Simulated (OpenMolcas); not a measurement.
# A workflow on SiH2 (SMILES [H][Si][H])

Wanted: the energy (UHF/6-31G*), then a single-point energy (CASSCF(2,2)/6-31G*), then the energy (CASPT2(2,2)/6-31G*), then the energy (SC-NEVPT2(2,2)/6-31G*), then a single-point energy (MRCI(2,2)/6-31G*) of SiH2. 

The results are computed with OpenMolcas 26.06.

## 1. Starting point

SiH2 has 3 atoms, charge 0, and is taken as a singlet. SMILES: `[H][Si][H]`. The Si1–H3 distance was set to 1.856 Å, away from the relaxed value.

Bond lengths: Si1–H2 1.486 Å. A long bond or contact: Si1–H3 1.856 Å.

## 2. A single-point energy at UHF/6-31G(d) (spherical functions) (run 1)

coord.xyz

```xyz
3

Si     0.285369    -0.017242    -0.899181
H      1.390379    -0.029092     0.093929
H     -1.115450     0.028170     0.318290
```

step1.inp

```
* H2Si Hartree-Fock

&GATEWAY
 BasLib = $CurrDir
 Coord = coord.xyz
 Basis = 6-31Gs
 Group = NoSym

&SEWARD

&SCF
 UHF
 Scramble = 0.25
 PrOrbitals = 1 1
```

The basis set 6-31G* is read from a file made from the Basis Set Exchange's data (not shown).

Command:

```
export MOLCAS_MEM=1860
pymolcas step1.inp > step1.log
```

Log:

```text
--- Start Module: gateway ---
[...]
--- Stop Module: gateway /rc=_RC_ALL_IS_WELL_ ---
--- Start Module: seward ---
[...]
      Basis functions           22
--- Stop Module: seward /rc=_RC_ALL_IS_WELL_ ---
--- Start Module: scf ---
[...]
       Convergence after  23 Iterations
[...]
::    Total SCF energy                               -289.9765951703
[...]
      Total spin, S                                     0.2718409506
[...]
      Total electronic charge=   16.000000
      Total            charge=   -0.000000
[...]
      Dipole Moment (debye):
      Origin of the operator (angstrom)=    0.2754   -0.0161   -0.8249
                   X=  8.4873E-01               Y= -2.2696E-02               Z= -3.4467E-01           Total=  9.1633E-01
      Quadrupole Moment (debye*angstrom):
[...]
--- Stop Module: scf /rc=_RC_ALL_IS_WELL_ ---
[...]
```

It took 2 s on 1 thread of Arm Neoverse V1, shared host; peak memory 0.37 GiB.

## 3. The energy at CASSCF(2,2)/6-31G(d) (spherical functions) (run 2)

coord.xyz is that of step 2.

step2.input

```
&GATEWAY
BasLib=$CurrDir
Coord=coord.xyz
Basis=6-31Gs
Group=NoSym
&SEWARD
&RASSCF
FileOrb=$CurrDir/step1.UnaOrb
Spin=1
Nactel=2 0 0
Inactive=7
Ras2=2
OrbListing=Nothing
```

The basis set 6-31G* is read from a file made from the Basis Set Exchange's data (not shown).

Command:

```
export MOLCAS_MEM=1860
pymolcas step2.input > step2.log
```

Log:

```text
--- Start Module: gateway ---
[...]
--- Stop Module: gateway /rc=_RC_ALL_IS_WELL_ ---
--- Start Module: seward ---
[...]
      Basis functions           22
--- Stop Module: seward /rc=_RC_ALL_IS_WELL_ ---
--- Start Module: rasscf ---
[...]
      Number of active orbitals                  2
[...]
      Spin quantum number                      0.0
[...]
      Active orbitals                            2
[...]
      Number of CSFs                             3
[...]
      Number of root(s) required                 1
[...]
      Convergence after 11 iterations
[...]
      printout of CI-coefficients larger than  0.05 for root  1
      energy=    -289.992205
      conf/sym  11     Coeff  Weight
             1  20   0.98164 0.96361
             3  02  -0.19075 0.03639
      Natural orbitals and occupation numbers for root  1
      sym 1:   1.927228   0.072772
      ************************************************************************************************************************
      *                                                    Final results                                                     *
[...]
::    RASSCF root number  1 Total energy:   -289.99220537
[...]
      Total electronic charge=   16.000000
      Total            charge=   -0.000000
[...]
      Dipole Moment (debye):
      Origin of the operator (angstrom)=    0.2754   -0.0161   -0.8249
                   X=  8.8900E-01               Y= -2.3345E-02               Z= -3.2648E-01           Total=  9.4734E-01
      Quadrupole Moment (debye*angstrom):
[...]
--- Stop Module: rasscf /rc=_RC_ALL_IS_WELL_ ---
[...]
```

Run time: 1.8 s. Hardware: 1 thread of Arm Neoverse V1, shared host; peak memory 0.37 GiB.

## 4. A single-point energy at CASPT2(2,2)/6-31G(d) (spherical functions) (run 3)

coord.xyz is that of step 3.

step3.inp

```
&GATEWAY
 BasLib
 $CurrDir
 Coord
 coord.xyz
 Basis
 6-31Gs
 Group
 NoSym

&SEWARD

&RASSCF
 FileOrb
 $CurrDir/step2.RasOrb
 Spin
 1
 Nactel
 2 0 0
 Inactive
 7
 Ras2
 2
 OrbListing
 Nothing

&CASPT2
 Imaginary
 0.1
 Frozen
 5
```

The basis set 6-31G* is read from a file made from the Basis Set Exchange's data (not shown).

Command:

```
export MOLCAS_MEM=1860
pymolcas step3.inp > step3.log
```

Log:

```text
--- Start Module: gateway ---
[...]
--- Stop Module: gateway /rc=_RC_ALL_IS_WELL_ ---
[...]
      Basis functions           22
[...]
--- Start Module: rasscf ---
[...]
      Number of active orbitals                  2
[...]
      Spin quantum number                      0.0
[...]
      Active orbitals                            2
[...]
      Number of CSFs                             3
[...]
      Number of root(s) required                 1
[...]
      Convergence after  4 iterations
[...]
      printout of CI-coefficients larger than  0.05 for root  1
      energy=    -289.992205
      conf/sym  11     Coeff  Weight
             1  20   0.98164 0.96362
             3  02  -0.19075 0.03638
      Natural orbitals and occupation numbers for root  1
      sym 1:   1.927232   0.072768
      ************************************************************************************************************************
      *                                                    Final results                                                     *
[...]
::    RASSCF root number  1 Total energy:   -289.99220537
[...]
      Total electronic charge=   16.000000
      Total            charge=   -0.000000
[...]
      Dipole Moment (debye):
      Origin of the operator (angstrom)=    0.2754   -0.0161   -0.8249
                   X=  8.8901E-01               Y= -2.3345E-02               Z= -3.2648E-01           Total=  9.4735E-01
      Quadrupole Moment (debye*angstrom):
[...]
--- Stop Module: rasscf /rc=_RC_ALL_IS_WELL_ ---
--- Start Module: caspt2 ---
[...]
 ###    WARNING: User changed nr of frozen orbitals.                         ###
 ###############################################################################
[...]
      E2 (Variational):          -0.0565466445
      Total energy:            -290.0487520121
[...]
      Reference weight:           0.97011
[...]
::    CASPT2 Root  1     Total energy:   -290.04875201
[...]
--- Stop Module: caspt2 /rc=_RC_ALL_IS_WELL_ ---
[...]
```

Run time: 1.7 s. Hardware: 1 thread of Arm Neoverse V1, shared host; peak memory 0.37 GiB.

## 5. A single-point energy at SC-NEVPT2(2,2)/6-31G(d) (spherical functions) (run 4)

coord.xyz is that of step 4.

step4.inp

```
&GATEWAY
 BasLib
 $CurrDir
 Coord
 coord.xyz
 Basis
 6-31Gs
 Group
 NoSym

&SEWARD

&RASSCF
 FileOrb
 $CurrDir/step2.RasOrb
 Spin
 1
 Nactel
 2 0 0
 Inactive
 7
 Ras2
 2
 OrbListing
 Nothing

&CASPT2
 SC-NEVPT2
 Frozen
 5
```

The basis set 6-31G* is read from a file made from the Basis Set Exchange's data (not shown).

Command:

```
export MOLCAS_MEM=1860
pymolcas step4.inp > step4.log
```

Log:

```text
--- Start Module: gateway ---
[...]
--- Stop Module: gateway /rc=_RC_ALL_IS_WELL_ ---
[...]
      Basis functions           22
[...]
--- Start Module: rasscf ---
[...]
      Number of active orbitals                  2
[...]
      Spin quantum number                      0.0
[...]
      Active orbitals                            2
[...]
      Number of CSFs                             3
[...]
      Number of root(s) required                 1
[...]
      Convergence after  4 iterations
[...]
      printout of CI-coefficients larger than  0.05 for root  1
      energy=    -289.992205
      conf/sym  11     Coeff  Weight
             1  20   0.98164 0.96362
             3  02  -0.19075 0.03638
      Natural orbitals and occupation numbers for root  1
      sym 1:   1.927232   0.072768
      ************************************************************************************************************************
      *                                                    Final results                                                     *
[...]
::    RASSCF root number  1 Total energy:   -289.99220537
[...]
      Total electronic charge=   16.000000
      Total            charge=   -0.000000
[...]
      Dipole Moment (debye):
      Origin of the operator (angstrom)=    0.2754   -0.0161   -0.8249
                   X=  8.8901E-01               Y= -2.3345E-02               Z= -3.2648E-01           Total=  9.4735E-01
      Quadrupole Moment (debye*angstrom):
[...]
--- Stop Module: rasscf /rc=_RC_ALL_IS_WELL_ ---
--- Start Module: caspt2 ---
[...]
 ###    WARNING: User changed nr of frozen orbitals.                         ###
 ###############################################################################
[...]
      E2 (Variational):          -0.0543328551
[...]
      E2 (Variational):          -0.0543244310
      Total energy:            -290.0465297985
[...]
      Reference weight:           0.97269
[...]
::    SC-NEVPT2 Root  1     Total energy:   -290.04652980
[...]
--- Stop Module: caspt2 /rc=_RC_ALL_IS_WELL_ ---
[...]
```

Wall time 1.7 s (1 thread of Arm Neoverse V1, shared host); peak memory 0.37 GiB.

## 6. A single-point energy at MRCI(2,2)/6-31G(d) (spherical functions) (run 5)

coord.xyz is that of step 5.

step5.input

```
>>> EXPORT MOLCAS_PRINT=2
&GATEWAY
BasLib
$CurrDir
Coord
coord.xyz
Basis
6-31Gs
Group
NoSym
&SEWARD
&RASSCF
FileOrb
$CurrDir/step2.RasOrb
Spin
1
Nactel
2 0 0
Inactive
7
Ras2
2
OrbListing
Nothing
&MOTRA
LumOrb
Frozen
5
&GUGA
Electrons
6
Spin
1
Inactive
2
Active
2
CIAll
1
&MRCI
SDCI
```

The basis set 6-31G* is read from a file made from the Basis Set Exchange's data (not shown).

Command:

```
export MOLCAS_MEM=1860
pymolcas step5.input > step5.log
```

Log:

```text
--- Start Module: gateway ---
[...]
--- Stop Module: gateway /rc=_RC_ALL_IS_WELL_ ---
[...]
      Basis functions           22
[...]
      Number of active orbitals                  2
[...]
      Spin quantum number                      0.0
[...]
      Active orbitals                            2
[...]
      Number of CSFs                             3
[...]
      Number of root(s) required                 1
[...]
      Convergence after  4 iterations
[...]
      printout of CI-coefficients larger than  0.05 for root  1
      energy=    -289.992205
      conf/sym  11     Coeff  Weight
             1  20   0.98164 0.96362
             3  02  -0.19075 0.03638
      Natural orbitals and occupation numbers for root  1
      sym 1:   1.927232   0.072768
      ************************************************************************************************************************
      *                                                    Final results                                                     *
[...]
::    RASSCF root number  1 Total energy:   -289.99220537
[...]
      Dipole Moment (debye):
      Origin of the operator (angstrom)=    0.2754   -0.0161   -0.8249
                   X=  8.8901E-01               Y= -2.3345E-02               Z= -3.2648E-01           Total=  9.4735E-01
      Quadrupole Moment (debye*angstrom):
[...]
      *** WARNING: Default frozen orbitals is overwritten by user input.
      *** Default values:   2
[...]
--- Start Module: guga ---
[...]
--- Stop Module: guga /rc=_RC_ALL_IS_WELL_ ---
--- Start Module: mrci ---
[...]
       (But an ACPF correction will be computed)
       USE THE DEFAULT ACPF G-VALUE GFAC=  0.33333333333333331
[...]
                      CI ENERGY:  -290.06915826
[...]
                ACPF CORRECTION:    -0.00336418
[...]
      Total electronic charge=   16.000000
      Total            charge=   -0.000000
[...]
     ACPF CORRECTION:     -0.00336418
[...]
  CI State   1     Total energy:   -290.06915826     QDav:     -0.00515904     QACPF:     -0.00336418
[...]
--- Stop Module: mrci /rc=_RC_ALL_IS_WELL_ ---
[...]
```

Wall time 1.8 s (1 thread of Arm Neoverse V1, shared host); peak memory 0.37 GiB.

## 7. Results

| quantity | value |
| --- | --- |
| run 1, UHF/6-31G*: total energy | -289.97660 Eh |
| run 1, UHF/6-31G*: dipole moment | 0.92 D |
| run 1, UHF/6-31G*: HOMO energy | -9.43 eV |
| run 1, UHF/6-31G*: LUMO energy | 0.36 eV |
| run 1, UHF/6-31G*: HOMO–LUMO gap | 9.79 eV |
| run 1, UHF/6-31G*: ⟨S²⟩ | 0.346 |
| run 2, CASSCF(2,2)/6-31G*: total energy | -289.99221 Eh |
| run 2, CASSCF(2,2)/6-31G*: dipole moment (CASSCF density) | 0.95 D |
| run 3, CASPT2(2,2)/6-31G*: total energy | -290.04875 Eh |
| run 3, CASPT2(2,2)/6-31G*: dipole moment (CASSCF density) | 0.95 D |
| run 4, SC-NEVPT2(2,2)/6-31G*: total energy | -290.04653 Eh |
| run 4, SC-NEVPT2(2,2)/6-31G*: dipole moment (CASSCF density) | 0.95 D |
| run 5, MRCI(2,2)/6-31G*: total energy | -290.06916 Eh |
| run 5, MRCI(2,2)/6-31G*: dipole moment (CASSCF density) | 0.95 D |

In words: ⟨S²⟩ (run 1, UHF/6-31G*) is 0.35 where a pure singlet has 0.00: the reference is spin-contaminated. Mulliken charges (run 1, UHF/6-31G*) run from -0.18 on H3 to +0.32 on Si1; they depend strongly on the basis. Mulliken charges (run 2, CASSCF(2,2)/6-31G*) run from -0.20 on H3 to +0.36 on Si1. Mulliken charges (run 3, CASPT2(2,2)/6-31G*) of the CASSCF density run from -0.20 on H3 to +0.36 on Si1.
